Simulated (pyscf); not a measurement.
Four-centre exchange: Cl–GaH₂ + silanol (HO–SiH₃) -> HO–GaH–Cl + silane (SiH₄)

Gas phase, singlet surface, charge 0. Bonds broken: Ga2–H3, O5–Si6. Bonds formed: Ga2–O5, H3–Si6. Optimised with ωB97X-D3(BJ)/def2-SVP in PySCF.

Transition state (Å):

```xyz
10

Cl    -0.7967    -2.6755     0.3496
Ga    -1.4053    -0.6824     0.9020
H     -1.9271     0.0814    -0.5661
H     -2.3267    -0.3851     2.1066
O      0.0478     0.4865     0.5339
Si    -0.6962     0.9792    -1.2389
H      0.9616     0.1733     0.5569
H      0.6094     0.5232    -1.8064
H     -0.8239     2.3959    -0.8144
H     -1.5679     0.9001    -2.4696
```

One imaginary mode, 252i cm⁻¹; descent along it reached the two sides named, in the forms told below.

| bond | change | reactant side (Å) | saddle | product side |
|---|---|---|---|---|
| Ga2–H3 | breaks | 1.567 | 1.735 | 2.133 |
| O5–Si6 | breaks | 1.714 | 1.985 | 3.0 |
| Ga2–O5 | forms | 2.112 | 1.901 | 1.791 |
| H3–Si6 | forms | 3.2 | 1.665 | 1.509 |

Electronic energies relative to the separated reactants (kJ/mol):

```csv
level,barrier,reaction energy,reverse barrier
ωB97X-D3(BJ)/def2-TZVP,14.9,+13.3,1.7
PBE/def2-TZVP,27.7,+8.4,19.3
r²SCAN/def2-TZVP,20.7,+11.6,9.1
B3LYP-D3(BJ)/def2-TZVP,34.5,+14.7,19.8
PBE0-D3(BJ)/def2-TZVP,20.1,+13.2,6.9
M06-2X/def2-TZVP,19.6,+9.8,9.7
ωB97M-D3(BJ)/def2-TZVP,34.1,+18.0,16.2
HF/def2-TZVP,84.5,+22.9,61.6
```

With ωB97M-D3(BJ)/def2-TZVP energies and thermal terms (ideal gas, 1 atm, RRHO with modes under 100 cm⁻¹ raised to 100, one conformer, R ln 2 for chiral ones without a mode under 150 cm⁻¹), in kJ/mol:

| T (K) | ΔH‡ | ΔG‡ | ΔH | ΔG |
|---|---|---|---|---|
| 298 | 39.6 | 90.5 | +18.6 | +23.8 |
| 600 | 40.4 | 141.8 | +18.9 | +28.8 |
| 900 | 42.1 | 192.2 | +18.9 | +33.7 |
| 1200 | 44.3 | 241.8 | +18.8 | +38.7 |

On the reactant side the descent ends in an adduct with a Ga–O contact, 78.1 kJ/mol under the separated species and 93.0 kJ/mol under the saddle at ωB97X-D3(BJ)/def2-TZVP. On the product side the descent ends in a complex, 24.0 kJ/mol under the separated species and 25.6 kJ/mol under the saddle at ωB97X-D3(BJ)/def2-TZVP. What is counted as formed (Ga–O) is already present as a longer contact in the reactant adduct; forming that adduct is a step of its own. At the saddle there is also a short Ga–Si contact that neither side keeps. One saddle was located; it need not be the lowest between these sides. Elements up to Kr have no core potential and no relativistic terms here.
